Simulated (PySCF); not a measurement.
Gas-phase reaction: 2 CHCl₂ + C₂H₃Cl = HCl + 4 CHCl

Method: PySCF energies (xtb for GFN2) plus ideal-gas RRHO corrections (1 bar). † marks an energy on the PBE0/def2-TZVP geometry and frequencies; other levels use their own. MP2 and CCSD(T) freeze the core. 6-31G* has spherical d functions here. Open shells (unrestricted): CHCl₂ (multiplicity 2); the rest are closed-shell singlets. GFN2 has no spin-polarisation term. B3LYP is the form with VWN-RPA correlation. CHCl₂: computed as isolated molecules; such fragments, hydroxides, amides, oligomers or adducts are transient or little studied in the gas. MP2 isn't extrapolated to the basis-set limit; its ΔH°(298 K) is 1101.2 kJ in def2-SVP and 1060.4 kJ in def2-TZVPP. CCSD(T) isn't extrapolated to the basis-set limit; its ΔH°(298 K) is 1003.9 kJ in def2-SVP and 966.2 kJ in def2-TZVPP. The harmonic model lacks anharmonicity and excited electronic states, which grow with temperature; levels with a mode under 35 cm⁻¹ are left out. Warning, large T1 diagnostic: CHCl (CCSD(T)/def2-SVP†, CCSD(T)/def2-TZVPP†).

```json
[
 {"level": "B3LYP/6-31G*", "ΔE electronic, kJ": "1096", "ΔH°(298 K), kJ": "1049", "ΔS°(298 K), J/K": "302", "ΔG°(1800 K), kJ": "510"},
 {"level": "B3LYP/def2-TZVP†", "ΔE electronic, kJ": "1036", "ΔH°(298 K), kJ": "991", "ΔS°(298 K), J/K": "299", "ΔG°(1800 K), kJ": "459"},
 {"level": "CCSD(T)/def2-SVP†", "ΔE electronic, kJ": "1048", "ΔH°(298 K), kJ": "1004", "ΔS°(298 K), J/K": "299", "ΔG°(1800 K), kJ": "472"},
 {"level": "CCSD(T)/def2-TZVPP†", "ΔE electronic, kJ": "1010", "ΔH°(298 K), kJ": "966", "ΔS°(298 K), J/K": "299", "ΔG°(1800 K), kJ": "434"},
 {"level": "GFN2-xTB", "ΔE electronic, kJ": "1003", "ΔH°(298 K), kJ": "960", "ΔS°(298 K), J/K": "294", "ΔG°(1800 K), kJ": "440"},
 {"level": "MP2/def2-SVP†", "ΔE electronic, kJ": "1145", "ΔH°(298 K), kJ": "1101", "ΔS°(298 K), J/K": "299", "ΔG°(1800 K), kJ": "569"},
 {"level": "PBE/def2-TZVP†", "ΔE electronic, kJ": "1087", "ΔH°(298 K), kJ": "1042", "ΔS°(298 K), J/K": "299", "ΔG°(1800 K), kJ": "510"},
 {"level": "PBE0/def2-QZVP†", "ΔE electronic, kJ": "1113", "ΔH°(298 K), kJ": "1069", "ΔS°(298 K), J/K": "299", "ΔG°(1800 K), kJ": "537"},
 {"level": "PBE0/def2-TZVP", "ΔE electronic, kJ": "1117", "ΔH°(298 K), kJ": "1073", "ΔS°(298 K), J/K": "299", "ΔG°(1800 K), kJ": "540"}
]
```
ΔH° is lowest at GFN2-xTB and highest at MP2/def2-SVP†. No reference value is set beside these.
